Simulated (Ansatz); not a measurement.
Ideal-gas functions of chlorine (`ClCl`) at 400 K and 1 bar, from an Ansatz frequency run at PBE0-D4/def2-TZVP.

Molar mass 70.91 g/mol, point group D∞h (symmetry number 2), electronic degeneracy 1, moments of inertia 69.665 u Å². Harmonic wavenumbers (cm⁻¹, unscaled): 575.

Use S(trans) = R[1.5 ln M + 2.5 ln T − 1.1517]; rotational temperatures θ = 24.2544 K / I; S(rot) = R[ln(T/σθ) + 1]; for each mode x = 1.438777 ν̃/T, S = R[x/(eˣ − 1) − ln(1 − e⁻ˣ)] and H = RT x/(eˣ − 1); 1 cm⁻¹ = 0.0119627 kJ/mol; R = 8.31446 J/(mol·K).

**Question.** By hand: the entropy, in J/(mol·K).

**Answer.** Translation 168.1. Rotation: θ = 0.3482 K, giving 61.1. Vibration, mode by mode: 3.61, in all 3.6. Electronic 0.0. Sum 232.8 J/(mol·K).

**Question.** By hand: H − E and G − E in kJ/mol, counted from the electronic energy.

**Answer.** Zero-point energy ½ × 575 × 0.0119627 = 3.4; thermal vibration 1.0; translation, rotation and pV give 3.5 RT = 11.6. H − E = 16.0 kJ/mol, and G − E = 16.0 − 400 × 232.8/1000 = -77.1 kJ/mol.

Vibration gives 2 % of the entropy.
